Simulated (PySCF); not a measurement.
**Rotational lines of ClF**

Lines J+1 ← J of the vibrational ground state, computed from RHF-CCSD(T) constants of ClF, ¹Σ⁺ (singlet), closed shell (Cl x2c-TZVPPall, F x2c-TZVPPall; spin-free X2C with a Gaussian nucleus (PySCF 2.14); masses 34.9689 and 18.9984 u), in MHz:

```tsv
J	ν (MHz)
5	182552.5
6	212968.3
7	243379.6
8	273785.8
9	304186.3
```

**Question.** Find B0 and the effective bond length r0; with αe = 0.00433 cm⁻¹, find Re.

**Answer.** ν = 2B0(J+1) − 4D(J+1)³ gives B0 = 0.50750 cm⁻¹. With the reduced mass μred = 12.310 u, r0 = √(16.8576/(μred·B0)) (u, cm⁻¹, Å) = 1.6427 Å. Be = B0 + αe/2 = 0.50966 cm⁻¹ gives Re = 1.639 Å.

Correlated steps freeze 6 core orbitals. Where the molecule has an RHF reference, its open-shell atoms are computed with UHF.
